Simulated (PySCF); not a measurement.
Compound: phosphorus pentafluoride, PF5.
Atom-mapped SMILES: `[F:1][P:2]([F:3])([F:4])([F:5])[F:6]`

The closed-shell ground state was solved at several levels (PySCF, density fitting, gas phase, non-relativistic). Isolated species at its PBE0-D3(BJ)/def2-SVP geometry, gas phase. The dipole stays under 0.02 D at every level.

```json
{"level": "PBE0/6-31G*", "basis functions": "88", "total energy (Eh)": "-840.0696", "HOMO (eV)": "-11.70", "LUMO (eV)": "0.41", "gap (eV)": "12.11"}
{"level": "wB97X-D/def2-SVPD", "basis functions": "139", "total energy (Eh)": "-840.0896", "HOMO (eV)": "-14.39", "LUMO (eV)": "1.17", "gap (eV)": "15.56"}
{"level": "LC-wPBE/def2-SVPD", "basis functions": "139", "total energy (Eh)": "-839.8796", "HOMO (eV)": "-15.21", "LUMO (eV)": "1.46", "gap (eV)": "16.67"}
{"level": "PBE0/def2-SVP", "basis functions": "88", "total energy (Eh)": "-839.5924", "HOMO (eV)": "-11.97", "LUMO (eV)": "0.34", "gap (eV)": "12.31"}
{"level": "CAM-B3LYP/def2-SVPD", "basis functions": "139", "total energy (Eh)": "-840.1431", "HOMO (eV)": "-13.97", "LUMO (eV)": "0.18", "gap (eV)": "14.15"}
```

(1) What might BHandHLYP/def2-SVPD (139 basis functions) give for the same quantities?

(2) Over all these levels, which gives the widest orbital gap and which the narrowest?

Answers

(1) Total energy -840.0473 Eh, HOMO -14.63 eV, LUMO 0.17 eV, gap 14.80 eV.

(2) LC-wPBE/def2-SVPD (range-separated hybrid) has the widest, 16.67 eV, and PBE0/6-31G* (global hybrid, 25 % exact exchange) the narrowest, 12.11 eV. Functional and basis both differ between the two, so the spread mixes both effects.

wB97X-D is run here without its empirical dispersion term; that term would change no orbital, density or response property at a fixed geometry.
